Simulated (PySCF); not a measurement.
Molecule: `InChI=1S/C2H4/c1-2/h1-2H2`.

Cartesian coordinates in Å; atom numbers follow the order of the lines, from 1:
```xyz
6

C    -0.645   -0.105    0.062
C     0.666    0.071   -0.084
H    -1.274    0.646    0.548
H    -1.148   -1.006   -0.302
H     1.298   -0.676   -0.573
H     1.167    0.974    0.279
```

Geometry PBE0-D3(BJ)/def2-SVP throughout; GIAO in PySCF, gas phase, one conformer, non-relativistic; equivalent atoms averaged; functional PBE0.

(1) How do the absolute shieldings σ depend on the basis set? (ppm; last column core-seconds on shared hosts with different chips, so compare them loosely)

(2) Which nucleus moves most, in ppm?

(3) Taking the largest basis, pcSseg-3 (276 functions), as the yardstick, rank the others by their worst heavy-atom deviation.

Answers

(1) 
| basis set | functions | C1/C2 | H3/H4/H5/H6 | core-s |
| --- | --- | --- | --- | --- |
| STO-3G | 14 | 125.7 | 27.17 | 0.6 |
| 6-31G | 26 | 77.5 | 26.61 | 1.2 |
| pcSseg-0 | 26 | 55.9 | 26.89 | 1.6 |
| 6-31G* | 36 | 75.2 | 26.38 | 1.3 |
| def2-SVP | 48 | 70.5 | 25.79 | 1.5 |
| cc-pVDZ | 48 | 73.0 | 25.64 | 2.4 |
| pcSseg-1 | 54 | 52.4 | 25.54 | 1.6 |
| 6-311+G(2d,p) | 78 | 57.3 | 25.77 | 2.1 |
| aug-cc-pVDZ | 82 | 71.5 | 25.55 | 3.6 |
| def2-TZVP | 86 | 56.3 | 25.74 | 2.3 |
| IGLO-III | 110 | 50.2 | 25.63 | 4.8 |
| cc-pVTZ | 116 | 57.8 | 25.56 | 5.4 |
| pcSseg-2 | 128 | 49.3 | 25.47 | 2.2 |
| pcSseg-3 | 276 | 48.7 | 25.42 | 24 |

(2) C1/C2 (terminal =CH2 carbon): from 48.7 ppm with pcSseg-3 to 125.7 ppm with STO-3G. The smallest spread is 1.75 ppm, at H3/H4/H5/H6. Proton shifts span only some 12 ppm, so a few tenths of a ppm matter as much there as several ppm in carbon.

(3) pcSseg-2 0.6 ppm (128 functions), IGLO-III 1.4 ppm (110 functions), pcSseg-1 3.7 ppm (54 functions), pcSseg-0 7.2 ppm (26 functions), def2-TZVP 7.6 ppm (86 functions), 6-311+G(2d,p) 8.6 ppm (78 functions), cc-pVTZ 9.1 ppm (116 functions), def2-SVP 21.8 ppm (48 functions), aug-cc-pVDZ 22.8 ppm (82 functions), cc-pVDZ 24.3 ppm (48 functions), 6-31G* 26.5 ppm (36 functions), 6-31G 28.8 ppm (26 functions), STO-3G 77.0 ppm (14 functions).

A small basis that lands close on one nucleus may do so by chance; judge by the trend and by all nuclei.
